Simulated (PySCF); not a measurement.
EPR parameters of FH3Si2

FH3Si2 (triplet state).
Bonds: F1–Si2, Si2–Si3. Hydrogens: H4, H5, H6 on Si3.

The species is `F[Si][SiH3]` [triplet].

Method: UKS B3LYP, IGLO-III on F Si, pcH-1 on H, non-relativistic, mean-field spin-orbit, GIAO (PySCF). Geometry: PBE0-D3(BJ)/def2-SVP; no solvent, vibrations or thermal averaging. This triplet need not be the ground state; the singlet was not compared here. The SCF solution wasn't tested for stability.

| Property | Result |
| --- | --- |
| g1, g2, g3 | 2.00035, 2.00234, 2.00251 |
| g_iso | 2.00173 |
| Form of g | close to axial: the two nearest values differ by 8 % of g3 − g1 |
| ⟨S²⟩ | 2.0030 (exact 2.0000) |
| Total energy | -680.69390 Eh |

Hyperfine couplings atom by atom, in 10⁻⁴ cm⁻¹; T1 to T3 are the principal values of the dipolar part; ρ(0) is the spin density at the nucleus (1 × 10⁻⁴ cm⁻¹ = 2.998 MHz):

```
atom  isotope   a_iso  of which spin–orbit     T1    T2    T3  Mulliken spin population  ρ(0) (bohr⁻³)
  F1      19F    33.7                  0.4  -39.4  15.3  24.1                      0.04         0.0475
 Si2     29Si  -130.4                  0.5  -21.6  -4.7  26.3                      1.64         0.8835
 Si3     29Si   -29.9                  0.1  -10.2   4.9   5.2                      0.24         0.2024
  H4       1H    14.3                  0.0   -1.0  -0.2   1.2                      0.04         0.0191
  H5       1H    14.2                  0.0   -1.0  -0.2   1.2                      0.04         0.0190
  H6       1H    -2.0                  0.0   -0.9  -0.6   1.5                      0.00        -0.0027
```

The Mulliken spin populations are largest on Si2 (+1.64) and Si3 (+0.24).

Axes: g1 points within 10° of the Si2–Si3 bond.

The 29Si coupling of Si2 (-391.1 MHz) shows only in satellite lines or after enrichment, since that isotope makes up about 4.7 % of natural silicon.
